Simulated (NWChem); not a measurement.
Species: BF3; SMILES FB(F)F

Program: NWChem. Medium grid unless said otherwise, to which SCAN and Minnesota functionals are sensitive. Structure relaxed at the PBE0/def2-SVP level. Hybrids' shares of exact exchange are those that their runs print; pure functionals count as 0. The functionals differ in more than this share.

| row | share of exact exchange | highest occupied level (eV) |
|---|---|---|
| LDA (Slater exchange, VWN5)/def2-TZVPD | 0.00 | -10.30 |
| PBE/def2-TZVPD | 0.00 | -10.05 |
| B3LYP/def2-TZVPD | 0.20 | -11.94 |
| PBE0/def2-TZVPD | 0.25 | -12.26 |
| M06-2X/def2-TZVPD | 0.54 | withheld |
| Hartree-Fock/def2-TZVPD | 1.00 | -18.05 |

### Question
Fit a straight line of the last column on the one before it, predict the withheld value, and compare with the run.

### Answer

1. Means of the 5 shown rows: x = 0.290, y = -12.520. Slope Σ(x − x̄)(y − ȳ)/Σ(x − x̄)² = -5.349/0.6820 = -7.843; intercept -10.246.
2. The shown rows scatter about the line by 0.111 (root mean square); the largest residual is +0.20, at PBE/def2-TZVPD.
3. At x = 0.54 (M06-2X/def2-TZVPD; inside the shown range) the line gives -14.48.
4. The run gives -14.52, -0.04 from the line, 0.4 times the scatter.
